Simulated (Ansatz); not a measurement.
Saddle point of CH₇OSi, doublet (CH₆OSi ([CH3][O][SiH3]) + H → CH₅OSi ([CH2][O][SiH3]) + H₂; bonds formed: H1–H5; bonds broken: H1–C2), PBE0-D4/def2-TZVP structure:

```json
{"atom": "H1", "x (Å)": "-0.2762", "y (Å)": "0.7527", "z (Å)": "-1.4877"}
{"atom": "C2", "x (Å)": "0.2138", "y (Å)": "-0.4204", "z (Å)": "-1.1302"}
{"atom": "O3", "x (Å)": "-0.3708", "y (Å)": "-0.8259", "z (Å)": "0.0428"}
{"atom": "Si4", "x (Å)": "-0.0942", "y (Å)": "-0.1036", "z (Å)": "1.5053"}
{"atom": "H5", "x (Å)": "-0.6553", "y (Å)": "1.6213", "z (Å)": "-1.7053"}
{"atom": "H6", "x (Å)": "-0.0625", "y (Å)": "-1.0735", "z (Å)": "-1.9570"}
{"atom": "H7", "x (Å)": "1.2904", "y (Å)": "-0.2335", "z (Å)": "-1.0653"}
{"atom": "H8", "x (Å)": "-0.6890", "y (Å)": "1.2575", "z (Å)": "1.5440"}
{"atom": "H9", "x (Å)": "1.3719", "y (Å)": "0.0052", "z (Å)": "1.7384"}
{"atom": "H10", "x (Å)": "-0.7281", "y (Å)": "-0.9797", "z (Å)": "2.5150"}
```

Energies are electronic, without zero-point energy. Barriers and step energies count from the start structure reached by relaxing down the imaginary mode; all methods use the PBE0-D4 structures, on which another method's saddle can fall below an end. Computed with Ansatz 0.2.0 (basis: def2-TZVPP, with def2-QZVPP for the basis limit); correlated methods freeze the cores; orbitals are unrestricted. B3LYP uses VWN-RPA correlation. Extrapolation: Hartree–Fock as exp(−7.88 √X), correlation as X^−2.97.

| method | barrier (kJ/mol) | step energy (kJ/mol) |
| --- | --- | --- |
| SPW92 | -6.9 | -14.4 |
| PBE-D4 | 12.7 | -23.0 |
| BLYP-D4 | 5.3 | -39.7 |
| r2SCAN-D4 | 11.7 | -35.2 |
| B97M-V | 22.9 | -22.6 |
| PBE0-D4 | 27.0 | -19.3 |
| B3LYP-D4 | 17.0 | -35.5 |
| r2SCAN0-D4 | ? | -32.8 |
| BHLYP-D4 | 33.8 | -30.8 |
| CAM-B3LYP-D4 | 25.9 | -29.8 |
| wB97X-V | 39.2 | -21.5 |
| wB97M-V | ? | -23.9 |
| B2PLYP | 33.6 | -26.8 |
| PBE-QIDH | 45.6 | -13.1 |
| RPA on PBE | ? | -25.1 |
| HF | 86.3 | -13.6 |
| MP2 | 63.6 | -3.9 |
| CCSD | 48.1 | -24.1 |
| CCSD(T) | 45.1 | -22.2 |

Question: Fill in the withheld barriers. (To be estimated.)

Answer: By the calculation: r2SCAN0-D4 21.9; wB97M-V 38.7; RPA on PBE 43.4 kJ/mol. Each is the energy of the saddle less that of the start structure, by the same method.

For comparison, the barrier by CCSD(T) at an estimated basis limit (MP2 extrapolated from triple and quadruple zeta, plus CCSD(T) − MP2 in triple zeta) is 43.8 kJ/mol.

The T1 diagnostic stays at or below 0.016. ⟨S²⟩ of the unrestricted Hartree–Fock references: 0.75 to 0.79 (a pure state has 0.75).

Radical steps of this kind take place in plasma deposition and etching.

Labels in which every atom is bracketed show which atoms are joined, not bond orders.

For scale, one of the runs: CCSD(T)/def2-TZVPP, 202 basis functions, launched by `ansatz run in.yaml --threads 4 --pin off --events-out ev --progress --plain --max-ram 9574MiB`. The run took 2.2 min on 4 CPU threads of an Arm Neoverse V1 (shared host), with 6.5 GiB of host memory at its peak.
